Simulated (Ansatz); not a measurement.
A nudged elastic band was laid between two geometries of BClH2 + Cl (5 atoms, charge 0, multiplicity 2).

The calculation used UKS B3LYP/6-31G* (Ansatz 0.2.0).

```
movable images  : 1
climbing image  : no
spring          : 5.0 eV/Å²
optimiser       : quadratic models (default)
start path      : through a guess of the saddle point
force threshold : 0.05 eV/Å
iteration limit : 60
end points      : relaxed
```

First end point:

```xyz
5
Properties=species:S:1:pos:R:3
B 0.000 0.000 -0.118
Cl 0.000 0.000 1.636
H 1.050 0.000 -0.675
H -1.050 0.000 -0.675
Cl 0.000 0.000 5.201
```

Last end point:

```xyz
5
Properties=species:S:1:pos:R:3
B -0.062 0.000 0.232
Cl -1.106 -0.003 1.645
H 1.111 0.001 0.404
H -0.603 0.001 -0.826
Cl 0.661 0.001 3.915
```

(1) What changes between the two ends?

(2) Give the energies along the band, and the barrier.

Answers

(1) No bond is made or broken.

(2) The forces met the threshold. The highest image is number 0 of 0 to 2, 0.000 eV above the first end and 0.170 eV above the last; the last end lies 0.170 eV below the first. The highest image is an end point: on this band no image between the ends rises above it. So few images can step over the top or miss a turn of the path.

| image | path coordinate (Å) | energy (eV) |
| --- | --- | --- |
| 0 | 0.00 | 0.000 |
| 1 | 1.11 | -0.082 |
| 2 | 2.22 | -0.170 |

Time of the run: 49 s on 1 thread of Arm Neoverse V1 (shared host), peak memory 0.15 GiB.
